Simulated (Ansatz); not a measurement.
# Ge–NH2⁺, singlet: the ladder up to RCCSDT(Q)

Geometry: that of the Ge–NH2, doublet, kept fixed.

```yaml
atoms:
  - { symbol: Ge, position_ang: [0.0000, 0.0000, 0.3411] }
  - { symbol: N, position_ang: [0.0000, 0.0000, -1.4753] }
  - { symbol: H, position_ang: [0.0000, 0.8361, -2.0406] }
  - { symbol: H, position_ang: [0.0000, -0.8361, -2.0406] }
```

Basis cc-pVDZ; Ansatz 0.2.0. Correlated methods freeze the noble-gas cores and the filled d shells of p-block atoms, which leaves 10 electrons in 36 orbitals. R marks a restricted (for open shells ROHF) determinant. Active spaces: valence = (10e, 10o) chosen from the atoms' valence shells. No spin–orbit coupling is included, and no scalar relativity.

Full CI isn't at hand for all of this; RCCSDT(Q) serves as the reference, and is uncertain by about the last step of the cluster series.

- UHF ⟨S²⟩: 0.000
- T1 diagnostic (RCCSD): 0.0244
- largest doubles amplitude (RCCSD): 0.083

| level | E − E(RHF) (eV) |
| --- | --- |
| RMP2 | -6.3596 |
| RCCSD | -6.9446 |
| RCCSD(T) | -7.1714 |

(1) Estimate how far RCCSDT(Q) in cc-pVDZ lies from RCCSD(T). The table doesn't fix it; the size of (T) and the diagnostics are the guide.

(1) RCCSDT(Q) in cc-pVDZ lies 4.2 kJ/mol below RCCSD(T), which is 19 % of the (T) step (-21.9 kJ/mol). T1 is raised, but (T) still catches most of what CCSD lacks. The miss exceeds 1 kcal/mol.

The other levels:

```
                   level  E − E(RCCSDT(Q)) (kJ/mol)  share of correlation (%)  wall time
                 BCCD(T)                        4.2                     99.39     0.69 s
                  RCCSDT                        2.4                     99.65          –
  CASSCF (valence space)                      338.6                     51.35          –
  NEVPT2 (valence space)                       89.9                     87.09        7 s
  MRCISD (valence space)                       22.1                     96.82          –
MRCISD+Q (valence space)                        6.8                     99.03        9 s
```

The correlation energy at RCCSDT(Q), counted from RHF, is -7.215 eV. That run took 3.3 s on 1 thread of Arm Neoverse V2, shared host.

Times hold each run's SCF and search for its determinant on a shared host, so for small cases they say little of a method's own cost; they ran on 1 thread of Arm Neoverse V2.

Natural occupations of CASSCF (valence space) about the gap: 1.983 1.976 1.976 1.957 1.941 0.054 0.043 0.028 0.021 0.020; effectively unpaired electrons, Σ n²(2−n)², 0.05.
